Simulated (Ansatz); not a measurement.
# CHCl (triplet): from Hartree-Fock to the top rungs, cc-pVDZ

Aim: climb from Hartree-Fock through coupled cluster and multireference methods for CHCl (triplet) at one geometry and basis, and see what each rung misses.

Program: Ansatz 0.2.0, Gaussian basis. Level of theory: cc-pVDZ, core rule «outside noble gas», up to 6 orbitals frozen. These are calculated values, not measurements.

Plan: UHF; CCSD(T) on ROHF; CCSD(T) on UHF; BCCD(T) on ROHF; CISD; CCSDT(Q) on ROHF; CCSDT(Q) on UHF; CCSDTQ on ROHF; CCSDTQ on UHF; CASSCF and MRCISD+Q, 12 electrons in 9 orbitals; CASSCF and NEVPT2, 12 electrons in 9 orbitals.

4 further runs of the same task are left out: 4 set aside as unsound or not needed.

## 1. The geometry

The geometry is a PBE0/def2-TZVP stationary point (not a proven minimum) of the parent state, kept for this charge and spin.

3 atoms, charge 0, spin multiplicity 3.

Atoms are counted from 1 here; the program's logs count them from 0.

Bond lengths: C1–Cl2 1.682 Å, C1–H3 1.112 Å. Angles: Cl2–C1–H3 102.4°.

Geometry (Å):

```csv
atom,x (Å),y (Å),z (Å)
C1,0.00000,-0.15953,1.21485
Cl2,0.00000,0.02866,-0.45628
H3,0.00000,0.89306,1.57280
```

## 2. UHF

Input file in.yaml:

```yaml
crystal:
  periodic: [false, false, false]
  atoms:
    - {symbol: C, position_ang: [0.000000, -0.159533, 1.214848]}
    - {symbol: Cl, position_ang: [0.000000, 0.028656, -0.456279]}
    - {symbol: H, position_ang: [0.000000, 0.893064, 1.572802]}
basis:
  gaussian: {orbitals: cc-pVDZ}
magnetization: {spin_polarized: true, initial_magnetization: 2}
hamiltonian: {xc: hf}
output: {orbitals: {seedname: orbitals}}
```

Launch:

```
ansatz run in.yaml --threads 1 --pin off --events-out ev --progress --plain --max-ram 2816MiB --backend cpu
```

After this run come: CCSD(T) on ROHF; CCSD(T) on UHF; BCCD(T) on ROHF; CISD; CCSDT(Q) on ROHF; CCSDT(Q) on UHF; CCSDTQ on ROHF; CCSDTQ on UHF; CASSCF and MRCISD+Q, 12 electrons in 9 orbitals; CASSCF and NEVPT2, 12 electrons in 9 orbitals.

Before running them: what should the planned runs give, taken together? Wanted: UCCSDTQ below the RHF energy; RMP2 from UCCSDTQ; UMP2 from UCCSDTQ; RCCSD from UCCSDTQ; RCCSD(T) from UCCSDTQ; UCCSD(T) from UCCSDTQ; RCCSDT(Q) from UCCSDTQ; UCCSDT(Q) from UCCSDTQ; NEVPT2 valence from UCCSDTQ.

As calculated:

| quantity | value |
| --- | --- |
| UCCSDTQ below the RHF energy | -7.2024 eV |
| RMP2 from UCCSDTQ | +962.7 meV |
| UMP2 from UCCSDTQ | +960.2 meV |
| RCCSD from UCCSDTQ | +212.9 meV |
| RCCSD(T) from UCCSDTQ | +35.2 meV |
| UCCSD(T) from UCCSDTQ | +35.6 meV |
| RCCSDT(Q) from UCCSDTQ | +1.2 meV |
| UCCSDT(Q) from UCCSDTQ | -1.6 meV |
| NEVPT2 valence from UCCSDTQ | +1243.6 meV |
| MRCISD+Q valence from UCCSDTQ | +56.5 meV |
| levels within 1 kcal/mol (43 meV) | RCCSD(T), UCCSD(T), BCCD(T), RCCSDT, UCCSDT, RCCSDT(Q), UCCSDT(Q), RCCSDTQ |
| T1 diagnostic | 0.030 |
| effectively unpaired electrons | 2.01 |

In words: RCCSD(T) misses by +35.2 meV, 0.5 % of the correlation energy. One determinant dominates. Of the multireference levels listed MRCISD+Q valence comes nearest in total energy (+56.5 meV), which doesn't show that its space is the better one. These misses are within one basis, not against nature; the frozen cores of restricted and unrestricted runs differ, which can shift their rows.
